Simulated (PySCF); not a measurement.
Excitation energies in several basis sets

BH7N2.
InChI=1S/BH7N2/c2-1-3/h1-2H2,3H3

TDDFT with PBE0 (PySCF), vertical singlets, core orbitals frozen in the response, spherical d and f functions. The structure is a single PBE0-D3(BJ)/def2-SVP conformer in the gas phase; no vibrational or solvent corrections.

| basis | functions | diffuse | S1 (eV) | S2 (eV) | S3 (eV) | S4 (eV) | S5 (eV) | LUMO (eV) | α (au) |
| --- | --- | --- | --- | --- | --- | --- | --- | --- | --- |
| 6-31G* | 56 | no | 6.31 | 7.59 | 7.71 | 8.03 | 8.11 | 1.73 | 30.1 |
| 6-31+G* | 68 | yes | 4.98 | 5.63 | 6.12 | 6.22 | 6.51 | -0.28 | 38.1 |
| def2-SVP | 77 | no | 5.89 | 7.10 | 7.13 | 7.54 | 7.70 | 1.08 | 32.3 |
| def2-SVPD | 116 | yes | 5.34 | 6.32 | 6.43 | 7.08 | 7.10 | 0.07 | 41.3 |
| aug-cc-pVDZ | 132 | yes | 4.84 | 5.51 | 5.78 | 5.97 | 5.99 | -0.55 | 43.3 |
| def2-TZVP | 135 | no | 5.59 | 6.53 | 6.68 | 7.07 | 7.26 | 0.40 | 38.0 |
| def2-TZVPD | 174 | yes | 5.07 | 5.92 | 6.18 | 6.54 | 6.58 | -0.27 | 42.6 |
| aug-cc-pVTZ | 299 | yes | 4.86 | 5.51 | 5.76 | 5.95 | 5.99 | -0.56 | 43.3 |

Q: Compare the sets with the largest diffuse one.

A: States are compared by their number. Against the largest diffuse basis here (aug-cc-pVTZ, itself not a converged limit), sets without diffuse functions differ by up to 1.46 eV in S1 and 2.12 eV in S5; the smaller diffuse sets differ by up to 0.49 and 1.11 eV. State by state, the largest deviation of a set without diffuse functions is S1 1.46, S2 2.07, S3 1.95, S4 2.09, S5 2.12 eV. The same number needn't mean the same state in each row. Against aug-cc-pVTZ the polarisability deviates by -31% in 6-31G*, -12% in 6-31+G*, -26% in def2-SVP, -5% in def2-SVPD, 0% in aug-cc-pVDZ, -12% in def2-TZVP, -2% in def2-TZVPD. A single + in a Pople set puts diffuse functions on heavy atoms only.

Without π bonds the low states may be Rydberg-like; a valence basis with one diffuse set may place them up to an eV too high.
